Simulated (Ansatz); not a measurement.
# Cadmium, hcp: convergence with Gaussian smearing

Computed with Ansatz, r²SCAN, scalar-relativistic PAW, on the relaxed cell (a = 2.951 Å, c = 5.884 Å (c/a = 1.994); spin not included). Errors count from a run at 500 eV on a Γ-centred 20×20×9 mesh with Fermi-Dirac smearing of 0.1 eV, extrapolated to zero width. Fixed here: cutoff 500 eV, mesh 12×12×6. The SCF starts from atomic densities corrected by a trained network.

| width (eV) | E(σ→0) error (meV/atom) | F error (meV/atom) | P (GPa) | SCF iterations |
| --- | --- | --- | --- | --- |
| 0.01 | -6.2 | -6.3 | 0.07 | 6 |
| 0.03 | -6.3 | -6.4 | 0.04 | 7 |
| 0.1 | -6.6 | -7.2 | 0.02 | 6 |
| 0.2 | -7.0 | -8.6 | -0.01 | 6 |
| 0.3 | -7.0 | -10.6 | 0.00 | 6 |
| 1.0 | 4.7 | -65.2 | 0.75 | 7 |

What does the run at 0.6 give (width)?

E(σ→0) error (meV/atom): -3.7; F error (meV/atom): -24.0; P (GPa): 0.22; SCF iterations: 7.
